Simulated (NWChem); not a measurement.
System: N, quartet

The following NWChem deck was run.

```
start job
memory heap 200 mb stack 900 mb global 1100 mb
geometry units angstroms noautoz
  N      0.000000     0.000000     0.000000
end
basis spherical
  * library def2-svp
end
dft
  odft
  mult 4
  xc m06
  iterations 150
  mulliken
end
task dft energy
```

Parts of the log:

```
             Northwest Computational Chemistry Package (NWChem) 7.3.0
             --------------------------------------------------------

                             Geometry "geometry" -> ""
                             -------------------------

 Output coordinates in angstroms (scale by  1.889725989 to convert to a.u.)

  No.       Tag          Charge          X              Y              Z
 ---- ---------------- ---------- -------------- -------------- --------------
    1 N                    7.0000     0.00000000     0.00000000     0.00000000

 Effective nuclear repulsion energy (a.u.)       0.0000000000

                                 NWChem DFT Module
                                 -----------------

 Summary of "ao basis" -> "ao basis" (spherical)
 ------------------------------------------------------------------------------
       Tag                 Description            Shells   Functions and Types
 ---------------- ------------------------------  ------  ---------------------
 N                          def2-svp                 6       14   3s2p1d

            General Information
            -------------------
          SCF calculation type: DFT
          Wavefunction type:  spin polarized.
          No. of atoms     :     1
          No. of electrons :     7
           Alpha electrons :     5
            Beta electrons :     2
          Charge           :     0
          Spin multiplicity:     4
          Use of symmetry is: off; symmetry adaption is: off
          Maximum number of iterations: 150
          AO basis - number of functions:    14
                     number of shells:     6
          Convergence on energy requested:  1.00D-06
          Convergence on density requested:  1.00D-05
          Convergence on gradient requested:  5.00D-04

              XC Information
              --------------
                          M06 Method XC Functional
                     Hartree-Fock (Exact) Exchange  0.270
                           M06 Exchange Functional  1.000
                         M06 Correlation Potential  1.000

             Grid Information
             ----------------
          Grid used for XC integration:  medium
          Radial quadrature: Mura-Knowles
          Angular quadrature: Lebedev.
          Tag              B.-S. Rad. Rad. Pts. Rad. Cut. Ang. Pts.
          ---              ---------- --------- --------- ---------
          N                   0.65       49           4.0       434
          Grid pruning is: on
          Number of quadrature shells:    49
          Spatial weights used:  Erf1

      Superposition of Atomic Density Guess
      -------------------------------------

 Sum of atomic energies:         -54.24418159

      Non-variational initial energy
      ------------------------------

 Total energy =     -53.755662
 1-e energy   =     -73.763415
 2-e energy   =      20.007753
 HOMO         =      -0.196489
 LUMO         =      -0.196489

     ---------------------------------------------
      Total Density - Mulliken Population Analysis
     ---------------------------------------------

    Atom       Charge   Shell Charges
 -----------   ------   -------------------------------------------------------
    1 N    7     7.00   1.99  1.21  0.80  1.57  1.43  0.00

     --------------------------------------------
      Spin Density - Mulliken Population Analysis
     --------------------------------------------

    Atom       Charge   Shell Charges
 -----------   ------   -------------------------------------------------------
    1 N    7     3.00   0.00  0.00  0.00  1.57  1.43  0.00

   convergence    iter        energy       DeltaE   RMS-Dens  Diis-err
 ---------------- ----- ----------------- --------- --------- ---------
 d= 0,ls=0.0,diis     1    -54.4738629747 -5.45D+01  2.72D-02  1.16D-01
                                                     3.52D-04  8.81D-04
 d= 0,ls=0.0,diis     2    -54.5047616643 -3.09D-02  8.21D-03  1.79D-02
                                                     7.67D-03  8.96D-03
 d= 0,ls=0.0,diis     3    -54.5119181828 -7.16D-03  8.70D-04  1.70D-04
                                                     9.05D-04  3.96D-05
 d= 0,ls=0.0,diis     4    -54.5120046667 -8.65D-05  6.92D-05  4.73D-07
                                                     1.70D-04  1.35D-06
 d= 0,ls=0.0,diis     5    -54.5120056302 -9.63D-07  2.82D-06  5.07D-10
                                                     3.53D-06  5.22D-10

         Total DFT energy =      -54.512005630158
      One electron energy =      -73.902824055279
           Coulomb energy =       26.166786918171
    Exchange-Corr. energy =       -6.775968493050
 Nuclear repulsion energy =        0.000000000000

 Numeric. integr. density =        6.999999262363

                    DFT Final Alpha Molecular Orbital Analysis
                    ------------------------------------------

 Vector    3  Occ=1.000000D+00  E=-3.649813D-01
              MO Center= -1.1D-12,  1.0D-10,  1.7D-11, r^2= 6.8D-01
   Bfn.  Coefficient  Atom+Function         Bfn.  Coefficient  Atom+Function
  ----- ------------  ---------------      ----- ------------  ---------------
     5      0.682960  1 N  py                 8     -0.447540  1 N  py
     6      0.064766  1 N  pz                 4     -0.046680  1 N  px
     9     -0.042441  1 N  pz                 7      0.030589  1 N  px

 Vector    4  Occ=1.000000D+00  E=-3.649813D-01
              MO Center= -7.9D-11, -1.0D-11, -5.2D-11, r^2= 6.8D-01
   Bfn.  Coefficient  Atom+Function         Bfn.  Coefficient  Atom+Function
  ----- ------------  ---------------      ----- ------------  ---------------
     4      0.566799  1 N  px                 6      0.389285  1 N  pz
     7     -0.371421  1 N  px                 9     -0.255096  1 N  pz

[...]
```

Level: M06/def2-SVP, spin-unrestricted. No stability test was run on the SCF state.
